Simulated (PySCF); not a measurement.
# A barrier at the coupled-cluster level

Start structure (SiNH$_{5}$S, closed shell), relaxed at PBE0-D4/def2-TZVP:

```xyz
8
angstrom
Si -0.0722 0.4672 0.4148
S 1.9742 0.6876 -0.1514
N -0.8862 -0.6376 -0.6003
H -0.9431 -0.5174 -1.5973
H -0.2388 -0.0670 1.7897
H -0.5429 1.8778 0.3679
H 2.2552 -0.6229 -0.0544
H -1.6086 -1.2371 -0.2397
```

The step: SiNH₅S ([NH2][SiH2][SH]) → SiNH₃ ([NH][SiH2]) + H₂S; bonds formed: S2–H4; bonds broken: Si1–S2, N3–H4. Computed with PySCF 2.14 with density fitting (its default auxiliary sets; JK sets also for MP2 and CCSD(T)) (basis: def2-TZVPP and def2-QZVPP); correlated methods freeze the cores. Extrapolation: Hartree–Fock as exp(−7.88 √X), correlation as X^−2.97. Energies below are by CCSD(T) at an estimated basis limit (MP2 extrapolated from triple and quadruple zeta, plus CCSD(T) − MP2 in triple zeta).

Q: What are the electronic barrier and the energy of the step, from the start structure to the end structure? (An estimate is asked for; the value comes from the calculation.)

A: Computed: Barrier 3.005 eV; step energy 2.783 eV (uphill); reverse barrier, their difference, 0.222 eV. Barrier and step energy count from the start structure, the reverse barrier from the end structure.

The saddle point: One imaginary mode of 515i cm⁻¹.
| pair | start (Å) | saddle (Å) | end (Å) |
| --- | --- | --- | --- |
| S2–H4 | 3.47 | 1.43 | 1.34 |
| Si1–S2 | 2.13 | 2.51 | 2.77 |
| N3–H4 | 1.01 | 1.84 | 3.04 |

Zero-point energy (harmonic, PBE0-D4): ZPE is 1.430 eV at the start and 1.259 eV at the saddle, so the barrier goes from 3.005 to 2.834 eV.

First-order rate constant out of the start structure at 698 K by transition-state theory, with harmonic vibrational free energies alone and no tunnelling: ΔA‡ = 2.900 eV, so k = (kB T/h) exp(−ΔA‡/kB T) ≈ 10^-8 s⁻¹ (an order of magnitude at best: rotation, the number of equivalent paths and anharmonicity are left out).

T1 diagnostic: at most 0.018. The end structure is not quite a true minimum (one mode of 53i cm⁻¹).

Labels in which every atom is bracketed show which atoms are joined, not bond orders.

For scale, one of the runs: CCSD(T)/def2-TZVPP, 185 basis functions, launched by `OMP_NUM_THREADS=4 python run.py`. Hardware: 4 CPU threads of an Arm Neoverse V2, shared host. Wall time 3.5 min; peak host memory 1.7 GiB.
